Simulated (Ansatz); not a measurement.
[AlMeH3]- (CH6Al⁻). Charge -1, multiplicity 1. Geometry B3LYP-D4/def2-TZVPD.

Cartesian coordinates in Å:
```
Al -0.761 -0.202 0.550
C 0.847 0.225 -0.612
H 0.868 1.282 -0.906
H 0.849 -0.367 -1.537
H 1.791 0.014 -0.094
H -0.751 -1.799 0.942
H -2.143 0.149 -0.269
H -0.701 0.697 1.926
```

B3LYP takes the VWN-RPA correlation.

Problem. Estimate the orbital energies around the gap (eV) in Ansatz with HF/6-31G, PBE-D4/def2-SVPD, r2SCAN-D4/def2-TZVPD, B3LYP-D4/6-31G, ωB97M-V/def2-TZVPD.

Solution. 
```csv
orbital,HF/6-31G,PBE-D4/def2-SVPD,r2SCAN-D4/def2-TZVPD,B3LYP-D4/6-31G,ωB97M-V/def2-TZVPD
HOMO−5,-9.57,-4.46,-4.85,-5.41,-8.40
HOMO−4,-9.44,-4.46,-4.85,-5.41,-8.39
HOMO−3,-9.44,-4.18,-4.56,-5.32,-8.39
HOMO−2,-5.06,-1.06,-1.35,-1.80,-4.56
HOMO−1,-5.05,-1.00,-1.35,-1.80,-4.52
HOMO,-5.05,-1.00,-1.33,-1.67,-4.52
LUMO,8.43,3.73,4.18,5.84,4.36
LUMO+1,9.44,4.42,4.66,7.04,4.89
LUMO+2,9.44,5.43,5.67,7.04,5.94
LUMO+3,10.58,5.44,5.67,7.74,5.94
LUMO+4,13.09,5.72,5.81,9.15,6.25
LUMO+5,13.09,6.11,6.15,9.15,6.26
```
